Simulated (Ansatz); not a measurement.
C8H18 (`CCCCCC(C)C`). The species carries charge 0 and has multiplicity 1. The structure was optimised at the PBE0-D4/def2-TZVP level. It is one conformer, not always the lowest.

```xyz
26

C    -2.255    2.146   -1.146
C    -1.587    2.346    0.205
C    -0.448    1.374    0.481
C    -0.885   -0.079    0.587
C     0.224   -1.031    1.018
C     1.444   -1.095    0.101
C     2.476   -2.057    0.672
C     1.074   -1.488   -1.322
H    -3.021    2.904   -1.326
H    -2.738    1.169   -1.221
H    -1.523    2.216   -1.957
H    -1.202    3.369    0.266
H    -2.337    2.257    1.001
H     0.050    1.661    1.416
H     0.306    1.480   -0.308
H    -1.703   -0.148    1.314
H    -1.306   -0.414   -0.366
H     0.561   -0.752    2.024
H    -0.191   -2.044    1.108
H     1.901   -0.098    0.069
H     2.073   -3.074    0.716
H     3.379   -2.084    0.056
H     2.768   -1.771    1.686
H     1.964   -1.561   -1.951
H     0.576   -2.463   -1.337
H     0.400   -0.764   -1.787
```

Q: What is the dipole moment at B3LYP/def2-TZVPP? (Best estimate.)

A: Computed: 0.17 D, with components (-0.01, 0.16, 0.07) D in this frame, pointing from negative to positive charge.

Q: And with PBE, r2SCAN, ωB97M-V? (Estimate.)

A: The calculation gave: PBE 0.18 D, r2SCAN 0.17 D, ωB97M-V 0.17 D.

Q: Give the Mulliken charges with B3LYP, ωB97M-V, r2SCAN in def2-TZVPP. (An estimate is asked.)

A: Ansatz gave: 
```json
{"atom": "C1", "B3LYP": "-0.26", "ωB97M-V": "-0.32", "r2SCAN": "-0.16"}
{"atom": "C2", "B3LYP": "-0.10", "ωB97M-V": "-0.17", "r2SCAN": "-0.02"}
{"atom": "C3", "B3LYP": "-0.08", "ωB97M-V": "-0.16", "r2SCAN": "-0.01"}
{"atom": "C4", "B3LYP": "-0.10", "ωB97M-V": "-0.22", "r2SCAN": "-0.03"}
{"atom": "C5", "B3LYP": "-0.14", "ωB97M-V": "-0.20", "r2SCAN": "-0.09"}
{"atom": "C6", "B3LYP": "0.10", "ωB97M-V": "-0.05", "r2SCAN": "0.19"}
{"atom": "C7", "B3LYP": "-0.27", "ωB97M-V": "-0.32", "r2SCAN": "-0.19"}
{"atom": "C8", "B3LYP": "-0.28", "ωB97M-V": "-0.31", "r2SCAN": "-0.19"}
{"atom": "H9", "B3LYP": "0.08", "ωB97M-V": "0.11", "r2SCAN": "0.04"}
{"atom": "H10", "B3LYP": "0.07", "ωB97M-V": "0.10", "r2SCAN": "0.04"}
{"atom": "H11", "B3LYP": "0.07", "ωB97M-V": "0.10", "r2SCAN": "0.04"}
{"atom": "H12", "B3LYP": "0.06", "ωB97M-V": "0.09", "r2SCAN": "0.02"}
{"atom": "H13", "B3LYP": "0.05", "ωB97M-V": "0.08", "r2SCAN": "0.01"}
{"atom": "H14", "B3LYP": "0.06", "ωB97M-V": "0.10", "r2SCAN": "0.02"}
{"atom": "H15", "B3LYP": "0.05", "ωB97M-V": "0.09", "r2SCAN": "0.02"}
{"atom": "H16", "B3LYP": "0.06", "ωB97M-V": "0.10", "r2SCAN": "0.02"}
{"atom": "H17", "B3LYP": "0.06", "ωB97M-V": "0.10", "r2SCAN": "0.03"}
{"atom": "H18", "B3LYP": "0.05", "ωB97M-V": "0.10", "r2SCAN": "0.02"}
{"atom": "H19", "B3LYP": "0.05", "ωB97M-V": "0.10", "r2SCAN": "0.02"}
{"atom": "H20", "B3LYP": "0.03", "ωB97M-V": "0.07", "r2SCAN": "-0.02"}
{"atom": "H21", "B3LYP": "0.07", "ωB97M-V": "0.10", "r2SCAN": "0.04"}
{"atom": "H22", "B3LYP": "0.08", "ωB97M-V": "0.10", "r2SCAN": "0.04"}
{"atom": "H23", "B3LYP": "0.08", "ωB97M-V": "0.10", "r2SCAN": "0.04"}
{"atom": "H24", "B3LYP": "0.08", "ωB97M-V": "0.10", "r2SCAN": "0.04"}
{"atom": "H25", "B3LYP": "0.07", "ωB97M-V": "0.11", "r2SCAN": "0.04"}
{"atom": "H26", "B3LYP": "0.08", "ωB97M-V": "0.10", "r2SCAN": "0.04"}
```

B3LYP here is the variant with VWN-RPA as its local correlation; programs differ in this.
